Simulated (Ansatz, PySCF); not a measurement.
Molecule: vinyl chloride, C$_{2}$H$_{3}$Cl (charge 0, singlet). 
Geometry from a B3LYP-D3(BJ)/def2-TZVP (Ansatz, a quantum-chemistry and plane-wave program) optimisation:
```xyz
6

C      0.0112     0.7589    -0.0124
C      1.3049     1.0233     0.0034
Cl    -0.6370    -0.8532     0.0042
H     -0.7591     1.5163    -0.0370
H      2.0529     0.2431     0.0280
H      1.6388     2.0524    -0.0084
```

Quantity: atomisation energy (electronic, to ground-state atoms), in eV. Correlated levels leave the core frozen unless marked. UHF or UKS for open shells. No spin-orbit coupling. Non-relativistic. The coupled-cluster limit lacks core correlation, which all-electron functionals hold. Basis-set limits of correlation are two-point, X^-3; Hartree-Fock from the larger set. [CCSD(T)-MP2]/basis is that difference in the basis named.

| level | program | atomisation energy (eV) |
|---|---|---|
| SVWN5/def2-TZVPD | Ansatz | ___ |
| PBE-D4/def2-TZVPD | Ansatz + dftd4 | 24.26 |
| BLYP-D4/def2-TZVPD | Ansatz + dftd4 | 23.55 |
| TPSS-D3(BJ)/def2-TZVPD | PySCF + dftd3 | ___ |
| PBE0/STO-3G | Ansatz | 27.15 |
| PBE0-D4/def2-TZVPD | Ansatz + dftd4 | 23.77 |
| PBE0/def2-TZVPD | Ansatz | 23.69 |
| HSE06-D4/def2-TZVPD | Ansatz + dftd4 | ___ |
| CAM-B3LYP-D3(BJ)/def2-TZVPD | Ansatz + dftd3 | 23.53 |
| CCSD/STO-3G | Ansatz | 23.46 |
| CCSD/aug-cc-pV(D+d)Z | Ansatz | ___ |
| RI-MP2/CBS(aug-cc-pV(T+d)Z,aug-cc-pV(Q+d)Z)+[CCSD(T)-MP2]/aug-cc-pV(T+d)Z | Ansatz | 23.54 |

Task: Complete the blanks.

Result: 
- SVWN5/def2-TZVPD, atomisation energy (eV): 27.07
- TPSS-D3(BJ)/def2-TZVPD, atomisation energy (eV): 23.83
- HSE06-D4/def2-TZVPD, atomisation energy (eV): 23.79
- CCSD/aug-cc-pV(D+d)Z, atomisation energy (eV): 21.58
